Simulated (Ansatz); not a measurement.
**How far each method lies from full CI for HB–AlH, triplet**

Geometry: a point of a stretch scan, not a stationary point.

```xyz
4

B     0.0000    0.0000    0.7119
Al    0.0000    0.0000   -1.1970
H     0.0000    0.0000    3.2529
H     0.0000    0.0000   -2.7677
```

Basis 6-31G; Ansatz 0.2.0. Only valence electrons are correlated (noble-gas cores frozen), which leaves 8 electrons in 20 orbitals. Prefix R: restricted or restricted open-shell reference; prefix U: unrestricted. Active spaces: valence = (8e, 10o) chosen from the atoms' valence shells; pair = (4e, 4o) about the gap.

Full CI is exact within this basis and frozen core; it isn't the basis-set limit. The frozen core follows each run's orbitals, which can shift R against U totals by a few meV.

Unrestricted rows (U) aren't spin-pure: their determinants' ⟨S²⟩ exceeds S(S+1) by up to 0.89, so they mix in states of higher spin. HF rows: RHF is the determinant under the cluster runs, UHF is the lowest solution found. Coupled cluster chose its determinant by a search with trial CCSD, here up to 0.06 eV above the lowest Hartree–Fock solution of its kind, and MP2 stands on that determinant too.

The UHF ⟨S²⟩ is 2.895. The T1 diagnostic (RCCSD) is 0.1207. The largest doubles amplitude (RCCSD) is 0.301. The T1 diagnostic (UCCSD) is 0.0399.

| level | E − E(RHF) (eV) |
| --- | --- |
| UHF | -2.2623 |
| RMP2 | -2.7877 |
| UMP2 | -3.8451 |
| RCCSD | -4.4603 |
| UCCSD | -4.5282 |
| RCCSD(T) | -4.6516 |
| UCCSD(T) | -4.6129 |

(1) Estimate how far full CI in 6-31G lies from RCCSD(T). The table doesn't fix it; the size of (T) and the diagnostics are the guide.

(1) Full CI in 6-31G lies 1.27 kcal/mol below RCCSD(T), which is 29 % of the (T) step (-4.41 kcal/mol). More than one determinant leads, and the rest is a large part of (T). The miss exceeds 1 kcal/mol.

The other levels:

```tsv
level	E − E(full CI) (kcal/mol)	share of correlation (%)	wall time
BCCD(T)	2.10	98.07	2.4 s
RCCSDT	0.46	99.57	–
UCCSDT	0.38	99.65	–
RCCSDT(Q)	0.07	99.93	4.9 s
UCCSDT(Q)	0.11	99.90	5.5 s
CASSCF (pair space)	52.92	51.24	–
NEVPT2 (pair space)	17.59	83.80	0.63 s
MRCISD (pair space)	4.46	95.89	–
MRCISD+Q (pair space)	0.41	99.62	0.87 s
CASSCF (valence space)	13.11	87.93	–
NEVPT2 (valence space)	3.97	96.34	4 s
MRCISD (valence space)	0.38	99.65	–
MRCISD+Q (valence space)	0.16	99.86	6 s
MRCISD+Q(relaxed) (valence space)	-0.04	100.04	7.5 s
```

The correlation energy at full CI, counted from RHF, is -4.707 eV. That run took 2.5 min on 1 thread of Arm Neoverse V2, shared host over 5,840,512 determinants.

Run but not shown, since their state, orbitals or frozen core can't be matched to the reference's or they repeat it: CISD, CISDTQ.

Times hold each run's SCF and search for its determinant on a shared host, so for small cases they say little of a method's own cost; they ran on 1 thread of Arm Neoverse V2.

The full-CI state has the irrep A2 of C2v, in the program's axes (one component, if the state is degenerate).

Natural occupations of full CI about the gap: 1.960 1.941 1.505 0.972 0.972 0.487 0.051 0.038 0.038 0.013; effectively unpaired electrons, Σ n²(2−n)², 3.14. No single determinant describes this state well, so single-reference rows can miss without a flag.
